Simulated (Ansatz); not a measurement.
```yaml
crystal:
  periodic: [false, false, false]
  atoms:
    - {symbol: S, position_ang: [-2.703808, -0.180077, -0.001129]}
    - {symbol: Si, position_ang: [-0.694451, -0.169167, -0.000872]}
    - {symbol: Si, position_ang: [1.474559, -0.551469, -0.002073]}
    - {symbol: H, position_ang: [1.923700, 0.900713, 0.004074]}
basis:
  gaussian: {orbitals: def2-TZVP}
magnetization: {spin_polarized: true, initial_magnetization: 1}
hamiltonian: {xc: pbe0}
relax: {f_tol: 0.004, max_steps: 80}
```

```sh
$ ansatz run in.yaml --threads 1 --pin off --events-out ev --progress --plain --max-ram 2176MiB
```

Steps of the relaxation (energy above the last step; positions in Å, forces in eV/Å):

```
4
step 1, 220.3 meV
S    -2.704   -0.180   -0.001    2.120   -0.117    0.000
Si   -0.694   -0.169   -0.001   -2.571    0.592    0.002
Si    1.475   -0.551   -0.002    0.849   -0.525   -0.002
H     1.924    0.901    0.004   -0.398    0.050    0.000
```

```
4
step 2, 53.2 meV
S    -2.569   -0.182   -0.001   -0.741    0.093    0.000
Si   -0.665   -0.067    0.000    0.572   -0.186   -0.001
Si    1.505   -0.636   -0.002    0.159    0.189    0.001
H     1.729    0.885    0.004    0.009   -0.096    0.000
```

```
4
step 3, 34.2 meV
S    -2.598   -0.163   -0.001    0.008    0.069    0.000
Si   -0.670   -0.106   -0.001   -0.034   -0.081    0.000
Si    1.523   -0.622   -0.002    0.088    0.016    0.000
H     1.746    0.891    0.004   -0.062   -0.004    0.000
```

```
4
step 5, 16.0 meV
S    -2.551   -0.033   -0.001    0.529   -0.041    0.000
Si   -0.616   -0.235   -0.001   -0.393    0.042    0.000
Si    1.610   -0.642   -0.002   -0.086    0.170    0.001
H     1.557    0.910    0.004   -0.051   -0.172   -0.001
```

```
4
step 6, 9.4 meV
S    -2.520   -0.008    0.000    0.352   -0.006    0.000
Si   -0.594   -0.243   -0.001   -0.266   -0.048    0.000
Si    1.627   -0.640   -0.002   -0.085   -0.078    0.000
H     1.487    0.891    0.004   -0.001    0.133    0.001
```

```
4
step 7, 3.4 meV
S    -2.485    0.030    0.000    0.000    0.004    0.000
Si   -0.582   -0.284   -0.001    0.004    0.011    0.000
Si    1.636   -0.639   -0.002    0.028   -0.052    0.000
H     1.430    0.894    0.004   -0.033    0.037    0.000
```

```
4
step 10, 0.5 meV
S    -2.423    0.093    0.000    0.011    0.018    0.000
Si   -0.538   -0.323   -0.001    0.007   -0.049    0.000
Si    1.677   -0.644   -0.002   -0.031    0.016    0.000
H     1.284    0.873    0.004    0.012    0.016    0.000
```

```
4
step 11, 0.2 meV
S    -2.423    0.096    0.000    0.003    0.000    0.000
Si   -0.541   -0.332   -0.001   -0.004    0.004    0.000
Si    1.675   -0.641   -0.002    0.007    0.003    0.000
H     1.289    0.877    0.004   -0.006   -0.008    0.000
```

```
4
step 13, 0.1 meV
S    -2.402    0.116    0.000   -0.002   -0.001    0.000
Si   -0.527   -0.344   -0.002   -0.046    0.010    0.000
Si    1.684   -0.640   -0.002    0.049   -0.003    0.000
H     1.245    0.869    0.004   -0.001   -0.006    0.000
```

```
4
step 14, 0.0 meV
S    -2.411    0.109    0.000    0.001    0.000    0.000
Si   -0.533   -0.340   -0.002    0.000    0.000    0.000
Si    1.682   -0.640   -0.002    0.000    0.000    0.000
H     1.262    0.871    0.004   -0.001    0.000    0.000
```

```
4
step 15, 0.0 meV
S    -2.408    0.112    0.000    0.001    0.000    0.000
Si   -0.531   -0.341   -0.002   -0.001    0.001    0.000
Si    1.684   -0.640   -0.002    0.001    0.000    0.000
H     1.256    0.870    0.004    0.000    0.000    0.000
```

Close pairs at the end: Si3–H4 1.570 Å, S1–Si2 1.931 Å, Si2–Si3 2.235 Å.

A stationary point of unrestricted PBE0 after 15 steps, with ⟨S²⟩ = 0.757 against 0.75 for a pure state; no frequencies were run, so it isn't proven a minimum. 98 s on 1 thread of Arm Neoverse V1, shared host.
